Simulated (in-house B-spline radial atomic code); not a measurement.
Functionals against successive ionisation energies: Ne to Ne⁶⁺

Ionisation energies as differences of self-consistent total energies from a B-spline radial code for spherical atoms: all electrons, radial basis limit, scalar-relativistic (one-electron X2C), spin-polarised at highest spin, spherical densities; exact exchange is averaged over the determinants of each configuration. No spin-orbit coupling, Breit or QED terms. NIST's values run from ground level to ground level, so in open shells the differences also hold multiplet and fine-structure energies that spherical high-spin averages miss. Columns give computed minus NIST, in eV; a star marks a semi-empirical value. Species are left out where the tabulated value is theory, is uncertain by more than 0.12 eV, or (13 ions, such as In⁴⁺, Te⁴⁺ and Bi⁴⁺) lies off its series for all methods alike, which flatters the means a little.

```csv
species,shell,NIST (eV),RPBE,BP86,r2SCAN,B3LYP,HSE06,AM05
Ne,2p,21.56,+0.34,+0.50,+0.92,+0.36,+0.12,+0.31
Ne⁺,2p,40.96,+0.31,+0.53,+0.44,+0.46,+0.24,+0.24
Ne²⁺,2p,63.42,-0.28,+0.04,-1.11,+0.25,-0.09,-0.44
Ne³⁺,2p,97.19*,+0.44,+0.49,+1.79,+0.61,+0.48,+0.29
Ne⁴⁺,2p,126.25 ± 0.01,+0.71,+0.81,+1.38,+1.04,+0.79,+0.52
Ne⁵⁺,2p,157.93 ± 0.005,+0.05,+0.24,-0.42,+0.76,+0.44,-0.20
Ne⁶⁺,2s,207.27 ± 0.01,-1.46,-1.60,-2.69,-1.64,-1.79,-2.58
```

(1) How do the methods rank, and which species is hardest?

## Answers

(1) Mean absolute (signed) differences: RPBE 0.51 (+0.01) eV; HSE06 0.57 (+0.03) eV; BP86 0.60 (+0.15) eV; AM05 0.65 (-0.27) eV; B3LYP 0.73 (+0.26) eV; r2SCAN 1.25 (+0.04) eV. For Ne⁶⁺, which loses a 2s electron, the nearest method is off by -1.46 eV, the largest such miss.
